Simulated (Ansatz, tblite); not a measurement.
**GeF2: a ladder of methods and basis sets**

How do method and basis change the picture of GeF2 (singlet)?

Program: Ansatz 0.2.0, Gaussian basis. Level of theory: as each input shows. These are calculated values, not measurements.

The runs, in order: GFN1-xTB, GFN2-xTB, PBE-D4/def2-TZVP, r2SCAN-D4/def2-TZVP, revPBE-D4/def2-TZVP, LC-ωPBE/def2-TZVP, BLYP-D4/def2-TZVP, r2SCANh-D4/def2-TZVP, r2SCAN0-D4/def2-TZVP, CAM-B3LYP-D4/def2-TZVP, BHLYP-D4/def2-TZVP, PBE-D4/def2-SVP, PBE0-D4/def2-SVP, HF/STO-3G, HF/6-31G, B3LYP-D4/6-31G, PBE0-D4/def2-TZVPD, PBE-D4/def2-TZVPD, r2SCAN-D4/def2-TZVPD, CCSD(T)/def2-TZVPP, MP2/def2-TZVP, RPA/def2-TZVP, CCSD(T)/def2-TZVPD.

**1. The relaxed structure**

The geometry is that of the singlet, from an earlier relaxation (PBE-D4/def2-TZVP).

3 atoms, charge 0, spin multiplicity 1.

Bond lengths: Ge1–F2 1.772 Å, Ge1–F3 1.772 Å. Angles: F2–Ge1–F3 97.9°.

PBE0-D4/def2-TZVP was run before; its log isn't repeated, and its numbers join the tables.

**2. GFN1-xTB**

Tight binding, by tblite at 300 K electronic temperature and without a spin-polarisation term:

```python
tblite.interface.Calculator('GFN1-xTB', numbers, positions, charge=0, uhf=0).singlepoint()
```

Energy -325.8828 eV, HOMO -11.53 eV, LUMO -8.35 eV; 0.004 s.

**3. GFN2-xTB**

Tight binding, by tblite at 300 K electronic temperature and without a spin-polarisation term:

```python
tblite.interface.Calculator('GFN2-xTB', numbers, positions, charge=0, uhf=0).singlepoint()
```

Energy -313.9949 eV, HOMO -12.86 eV, LUMO -7.82 eV; 0.002 s.

**4. PBE-D4/def2-TZVP**

start.molden holds the orbitals of an earlier run on this state, given as this run's starting guess.

File in.yaml:

```yaml
crystal:
  periodic: [false, false, false]
  atoms:
    - {symbol: Ge, position_ang: [0.004963, -0.007579, -0.776201]}
    - {symbol: F, position_ang: [1.333382, -0.019143, 0.396871]}
    - {symbol: F, position_ang: [-1.338354, 0.026722, 0.379330]}
basis:
  gaussian: {orbitals: def2-TZVP, initial_orbitals: start.molden}
hamiltonian: {xc: pbe, dispersion: d4}
scf: {omitted_lower_state_checks: [starts]}
output: {orbitals: {seedname: orbitals}}
```

Run with:

```console
ansatz run in.yaml --threads 4 --pin off --events-out ev --progress --plain --max-ram 3916MiB
```

After this run come: r2SCAN-D4/def2-TZVP; revPBE-D4/def2-TZVP; LC-ωPBE/def2-TZVP; BLYP-D4/def2-TZVP; r2SCANh-D4/def2-TZVP; r2SCAN0-D4/def2-TZVP; CAM-B3LYP-D4/def2-TZVP; BHLYP-D4/def2-TZVP; PBE-D4/def2-SVP; PBE0-D4/def2-SVP; HF/STO-3G; HF/6-31G; B3LYP-D4/6-31G; PBE0-D4/def2-TZVPD; PBE-D4/def2-TZVPD; r2SCAN-D4/def2-TZVPD; CCSD(T)/def2-TZVPP; MP2/def2-TZVP; RPA/def2-TZVP; CCSD(T)/def2-TZVPD.

Before running them: what should the planned runs give, taken together? Wanted: gap in def2-TZVP, named functionals, smallest and largest; correlation energy, CCSD(T)/def2-TZVPP; correlation energy, MP2/def2-TZVP; correlation energy, CCSD(T)/def2-TZVPD; binding an atom, CCSD(T)/def2-TZVPP; PBE0 total energy, smallest basis above largest.

The runs gave:

```
                                                 quantity                                  value
gap in def2-TZVP, named functionals, smallest and largest  4.25 eV (BLYP-D4), 11.21 eV (LC-ωPBE)
                   correlation energy, CCSD(T)/def2-TZVPP                              -20.42 eV
                        correlation energy, MP2/def2-TZVP                              -19.86 eV
                   correlation energy, CCSD(T)/def2-TZVPD                              -20.64 eV
                      binding an atom, CCSD(T)/def2-TZVPP                               3.602 eV
          PBE0 total energy, smallest basis above largest        14.20 eV (def2-SVP, def2-TZVPD)
```

Orbital gaps of the named functionals in def2-TZVP span 4.25 eV (BLYP-D4) to 11.21 eV (LC-ωPBE); exact exchange widens it. A small miss in a minimal or small basis is a cancelling of errors, not accuracy. The functionals in def2-TZVP miss CCSD(T)/def2-TZVPP by -0.180 (BHLYP-D4) to +0.276 eV (PBE-D4) an atom. CCSD(T)/def2-TZVPP isn't at the basis-set limit; small misses against it rank nothing.
